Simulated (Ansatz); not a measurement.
Reaction: SiH4S (SMILES [SiH3]S) → SiH3 (SMILES [SiH3], doublet) + HS (SMILES [SH], doublet) (the S-Si bond breaks)
Each species at its own B3LYP-D3(BJ)/def2-TZVP minimum (Ansatz, a first-principles code).

Total energies in hartree (Ansatz). Radicals and triplets start from unrestricted determinants; spin-orbit coupling is neglected. Correlated methods leave the cores frozen. No relativity.

```csv
species,HF/cc-pV(T+d)Z,CCSD(T)/cc-pV(T+d)Z,HF/cc-pV(Q+d)Z,CCSD(T)/cc-pV(Q+d)Z,CCSDT(Q)/cc-pV(T+d)Z
"1: SiH4S (sulfanylsilane, SMILES [SiH3]S)",-688.85116,-689.21701,-688.85856,-689.24800,-689.21883
"2: SiH3 (SMILES [SiH3], doublet)",-290.64257,-290.78856,-290.64619,-290.79897,-290.78943
"3: HS (SMILES [SH], doublet)",-398.10608,-398.28901,-398.10985,-398.30558,-398.29006
```

### Question
Work out the bond dissociation energy (electronic) in kcal/mol: take Hartree-Fock from cc-pV(Q+d)Z, extrapolate the CCSD(T) correlation energy as X^-3 (X = 3, 4), and add CCSDT(Q) - CCSD(T) in cc-pV(T+d)Z. 1 hartree = 627.51 kcal/mol.

### Answer

Species 1: correlation (64·(-0.38944) - 27·(-0.36585))/37 = -0.40665; step -0.00182; E1 = -688.85856 + (-0.40665) + (-0.00182) = -689.26703
Species 2: correlation (64·(-0.15278) - 27·(-0.14599))/37 = -0.15773; step -0.00087; E2 = -290.64619 + (-0.15773) + (-0.00087) = -290.80479
Species 3: correlation (64·(-0.19573) - 27·(-0.18293))/37 = -0.20507; step -0.00105; E3 = -398.10985 + (-0.20507) + (-0.00105) = -398.31597
-1·E1 +1·E2 +1·E3 = 0.14627 hartree = 91.8 kcal/mol.
